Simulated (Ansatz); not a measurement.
**AlH4− (singlet): from Hartree-Fock to the top rungs, aug-cc-pVDZ**

The task here is to estimate one member of a computed series from the others.

Computed with Ansatz 0.2.0, Gaussian basis. Level: aug-cc-pVDZ, core rule «outside noble gas», up to 5 orbitals frozen.

Plan: UHF; CCSD(T) on RHF; BCCD(T) on RHF; CISD; CCSDT(Q) on RHF; CCSDTQ on RHF; CASSCF and MRCISD+Q, 8 electrons in 8 orbitals; CASSCF and NEVPT2, 8 electrons in 8 orbitals.

6 further runs of the same task are left out: 2 for a known fault of the program, 1 that didn't finish, 3 set aside as unsound or not needed.

**The geometry**

The geometry is a PBE0/def2-TZVPD stationary point (not a proven minimum).

5 atoms, charge -1, spin multiplicity 1.

Atoms are counted from 1 here; the program's logs count them from 0.

Bond lengths: Al1–H2 1.647 Å, Al1–H3 1.647 Å, Al1–H4 1.647 Å, Al1–H5 1.647 Å. Angles: H2–Al1–H3 109.5°, H2–Al1–H4 109.5°, H2–Al1–H5 109.5°, H3–Al1–H4 109.5°, H3–Al1–H5 109.5°, H4–Al1–H5 109.5°.

The first run:

in.yaml reads:

```yaml
crystal:
  periodic: [false, false, false]
  atoms:
    - {symbol: Al, position_ang: [0.000000, 0.000000, 0.000000]}
    - {symbol: H, position_ang: [0.950024, 0.951316, 0.950557]}
    - {symbol: H, position_ang: [-0.953809, -0.947378, 0.950700]}
    - {symbol: H, position_ang: [-0.947451, 0.949943, -0.954490]}
    - {symbol: H, position_ang: [0.951236, -0.953882, -0.946767]}
basis:
  gaussian: {orbitals: aug-cc-pVDZ}
total_charge: -1
magnetization: {spin_polarized: true, initial_magnetization: 0}
hamiltonian: {xc: hf}
output: {orbitals: {seedname: orbitals}}
```

Command:

```
ansatz run in.yaml --threads 1 --pin off --events-out ev --progress --plain --max-ram 4096MiB --backend cpu
```

Among the steps run: UHF; CCSD(T) on RHF; BCCD(T) on RHF; CISD; CCSDT(Q) on RHF; CCSDTQ on RHF; CASSCF and MRCISD+Q, 8 electrons in 8 orbitals; CASSCF and NEVPT2, 8 electrons in 8 orbitals.

One of the session's tables, all rows but one given; the rest of the session is left out.

| method | from RCCSDTQ (kcal/mol) |
| --- | --- |
| RHF | +93.55 |
| RMP2 | +22.75 |
| CISD | +7.15 |
| RCCSD | +1.94 |
| RCCSD(T) | +0.47 |
| BCCD(T) | ? |
| RCCSDT | +0.05 |
| RCCSDT(Q) | +0.01 |
| RCCSDTQ | 0 |
| CASSCF valence | +60.83 |
| NEVPT2 valence | +22.81 |
| MRCISD valence | +3.36 |
| MRCISD+Q valence | 0.00 |

**Question.** Estimate the row for BCCD(T).

As computed: from RCCSDTQ (kcal/mol): +0.46. In the column «from RCCSDTQ (kcal/mol)» it lies between RCCSDT (+0.05) and RCCSD(T) (+0.47).
